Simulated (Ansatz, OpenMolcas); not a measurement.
**C3H5Cl (2-chloropropene): from total energies to a heat of formation**

The species is C3H5Cl (9 atoms), meant as a singlet with charge 0. As SMILES, `C=C(C)Cl`. The coordinates come from a PBE0-D4/def2-TZVP relaxation.

Total energies at B3LYP/6-31G* (spherical functions) (OpenMolcas 26.06); the atoms run unrestricted:

| species | state | energy (Eh) |
| --- | --- | --- |
| C3H5Cl | singlet | -577.500621 |
| C | triplet | -37.844694 |
| Cl | doublet | -460.132788 |
| H | doublet | -0.500273 |

Harmonic wavenumbers at PBE0-D4/def2-TZVP, in cm⁻¹: 210, 346, 400, 456, 656, 714, 913, 942, 1016, 1067, 1205, 1397, 1427, 1461, 1478, 1723, 3053, 3119, 3147, 3175, 3271.

Measured heats of formation of the gaseous atoms at 298.15 K, in kJ/mol: C 716.9, Cl 121.3, H 218.0. Spin-orbit lowering of the atoms at 298 K (mean of the ground term's levels less their thermal mean, from spectra), in kJ/mol: C 0.02, Cl 3.44. Take 1 Eh = 2625.50 kJ/mol, 1 cm⁻¹ = 0.0119627 kJ/mol, RT = 2.479 kJ/mol.

**Question.** What heat of formation follows?

**Answer.** 
1. Electronic atomisation energy: 3 × (-37.844694) + (-460.132788) + 5 × (-0.500273) − (-577.500621) = 1.332386 Eh = 3498.2 kJ/mol.
2. Zero-point energy: half the sum of the wavenumbers, 15588 cm⁻¹ = 186.5 kJ/mol.
3. Thermal vibrational enthalpy, Σ hcν̃/(exp(hcν̃/kT) − 1): 5.0 kJ/mol. Translation, rotation and pV of a non-linear molecule: 4 RT = 9.9 kJ/mol.
4. The 9 free atoms carry 5/2 RT each: 55.8 kJ/mol.
5. Spin-orbit coupling lowers the free atoms by 3 × 0.02 + 3.44 = 3.5 kJ/mol.
6. Atomisation enthalpy at 298 K: 3498.2 − 3.5 − 186.5 − 5.0 − 9.9 + 55.8 = 3349.1 kJ/mol.
7. Sum of the atoms' heats of formation: 3362.0 kJ/mol. Heat of formation: 3362.0 − 3349.1 = +12.9 kJ/mol.

The tabulated value is -21.0 kJ/mol (CRC Handbook of Chemistry and Physics), so this level is off by +33.9 kJ/mol, or 1.0 % of the atomisation enthalpy. Anharmonicity and any spin-orbit splitting of the molecule are left out.
